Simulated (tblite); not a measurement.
Compound: C3HNO (triplet state).
Atom-mapped SMILES: `[N:1]#[C:2][C:3][CH:4]=[O:5]` (hydrogens: H6 on C4)

Structure used (GFN2-xTB), in Å, numbered top down from 1:
```xyz
6
C3HNO angstrom
N      2.569   -0.779    0.209
C      1.474   -0.345    0.099
C      0.325    0.246   -0.041
C     -1.065    0.324   -0.092
O     -1.805    1.256   -0.287
H     -1.494   -0.700    0.090
```

Computed geometry: GFN2-xTB, gas phase. This method treats the open shell by occupation alone, without spin polarisation.

Masses are those of the commonest isotopes; rigid-rotor values at the optimised geometry. The values belong to one conformer with, in the numbering `[N:1]#[C:2][C:3][CH:4]=[O:5]`, C2–C3–C4–O5 180°.

(1) Give the principal moments of inertia and the rotational constants in cm⁻¹.

(2) What kind of rotor is it?

(3) Is it planar, by Δ = Ic − Ia − Ib?

Results:

(1) Ia = 4.72, Ib = 217.77, Ic = 222.49 u·Å²; 505379 MHz·u·Å²/I gives 107083, 2321 and 2271 MHz, that is A = 3.57190, B = 0.07741, C = 0.07577 cm⁻¹.

(2) A near-prolate asymmetric top. Ray's parameter κ = (2B − A − C)/(A − C) = -0.999; −1 is the prolate and +1 the oblate limit.

(3) Planar: Δ = Ic − Ia − Ib = 0.00 u·Å². For a rigid frame Δ = −2 Σ m c², so it vanishes when all atoms lie in the ab plane; here none is more than 0.01 Å from it.

For this open shell read J as N, the rotation without spin; fine and hyperfine splittings come on top. Its GFN2-xTB frequencies are all real (lowest 111 cm⁻¹). This triplet need not be the ground state; the singlet was not compared here. Constants of a rigid frame at the computed geometry: no zero-point averaging, no centrifugal distortion.

Time: 0.26 s wall. Hardware: one thread, Arm Neoverse N1 (aarch64), shared host with 64 logical CPUs at a one-minute load of 60. These figures are those of the optimisation.
